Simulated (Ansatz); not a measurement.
C3H3F2N (`FCC1=C(F)N1`), relaxed with RKS PBE0-D4/def2-TZVP in the Gaussian-basis code of Ansatz from a PBE-D4/def2-SVP geometry. The force threshold is 0.005 eV/Å; the program also tests the step.

The species carries charge 0 and has multiplicity 1.

Start:

```xyz
9

F     1.519   -0.708   -1.377
C     1.208    0.351   -0.523
C    -0.016    0.137    0.246
C    -0.890   -0.583    0.895
F    -1.166   -1.299    1.961
N    -1.612   -0.242   -0.231
H     2.046    0.487    0.199
H     1.131    1.278   -1.134
H    -2.220    0.579   -0.036
```

| step | energy (eV) | largest force (eV/Å) | largest move (Å) |
| --- | --- | --- | --- |
| 1 | -10073.0350 | 1.125 | 0.000 |
| 2 | -10073.0914 | 0.489 | 0.025 |
| 3 | -10073.0999 | 0.219 | 0.013 |
| 4 | -10073.1022 | 0.377 | 0.052 |
| 5 | -10073.1074 | 0.278 | 0.018 |
| 6 | -10073.1087 | 0.209 | 0.019 |
| 7 | -10073.1121 | 0.098 | 0.023 |
| 8 | -10073.1146 | 0.147 | 0.029 |
| 9 | -10073.1169 | 0.186 | 0.059 |
| 10 | -10073.1177 | 0.114 | 0.018 |
| 11 | -10073.1186 | 0.066 | 0.025 |
| 12 | -10073.1189 | 0.036 | 0.017 |
| 13 | -10073.1189 | 0.021 | 0.009 |
| 14 | -10073.1190 | 0.016 | 0.006 |
| 15 | -10073.1190 | 0.004 | 0.002 |

End:

```xyz
9

F     1.548   -0.598   -1.472
C     1.189    0.344   -0.521
C    -0.035   -0.016    0.169
C    -0.883   -0.586    0.927
F    -1.180   -1.173    2.042
N    -1.596   -0.279   -0.232
H     2.000    0.417    0.210
H     1.083    1.303   -1.035
H    -2.126    0.587   -0.089
```

It took 41 s on 4 threads of an Arm Neoverse V2 on a shared host, with 0.45 GiB of host memory at the peak.
